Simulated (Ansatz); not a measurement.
# H4Si: the cost of one run

Computed with Ansatz 0.2.0, Gaussian basis. Level: PBE0-D4/def2-TZVP structures, single points in def2-TZVPP, no counterpoise correction.

Levels: SPW92, PBE-D4, BLYP-D4, r2SCAN-D4, B97M-V, PBE0-D4, B3LYP-D4, r2SCAN0-D4, BHLYP-D4, CAM-B3LYP-D4, wB97X-V, wB97M-V, B2PLYP, PBE-QIDH, RPA on PBE, Hartree-Fock, MP2, CCSD, CCSD(T).

Cores are frozen in the correlated methods. B3LYP uses VWN-RPA correlation. B2PLYP carries no dispersion term here.

94 further runs of the same task are left out: 94 set aside as unsound or not needed.

## Step 1: The starting structure

The complex: 8 atoms, charge 0, spin multiplicity 1.

Atoms are counted from 1 here; the program's logs count them from 0.

Bond lengths: Si1–H3 1.488 Å, Si1–H4 1.483 Å, Si1–H5 1.484 Å, Si1–H7 1.485 Å, S2–H6 1.341 Å, S2–H8 1.341 Å. Angles: H3–Si1–H4 109.1°, H3–Si1–H5 108.9°, H3–Si1–H7 108.7°, H4–Si1–H5 110.3°, H4–Si1–H7 110.1°, H5–Si1–H7 109.8°, H6–S2–H8 92.3°.

As a file:

```xyz
8
H6SSi
Si   -0.89749   -0.25026   -1.05198
S     0.99898    0.65985    2.04567
H    -1.62250   -0.63955   -2.29128
H    -1.48064    1.00648   -0.52289
H    -1.03343   -1.33992   -0.05380
H     1.96311    1.17789    1.27001
H     0.53549   -0.04656   -1.38351
H     1.53658   -0.56784    1.98778
```

Its parts: SiH₄ holds atoms 1, 3, 4, 5, 7; H₂S holds atoms 2, 6, 8. Each part counts its atoms afresh in its own runs.

## Step 2: Relaxing SiH₄ alone

File relax-a/in.yaml:

```yaml
crystal:
  periodic: [false, false, false]
  atoms:
    - {symbol: Si, position_ang: [-0.897489, -0.250264, -1.051979]}
    - {symbol: H, position_ang: [-1.622501, -0.639550, -2.291281]}
    - {symbol: H, position_ang: [-1.480636, 1.006480, -0.522889]}
    - {symbol: H, position_ang: [-1.033433, -1.339917, -0.053804]}
    - {symbol: H, position_ang: [0.535488, -0.046557, -1.383512]}
basis:
  gaussian: {orbitals: def2-TZVP}
hamiltonian: {xc: pbe0, dispersion: d4}
relax: {f_tol: 0.005, max_steps: 200}
```

The run is started by

```bash
$ ansatz run in.yaml --threads 2 --pin off --events-out ev --progress --plain --max-ram 4352MiB
```

**Question.** How long does this run take on 2 threads of Arm Neoverse V2, shared host?

About 1.7 s.
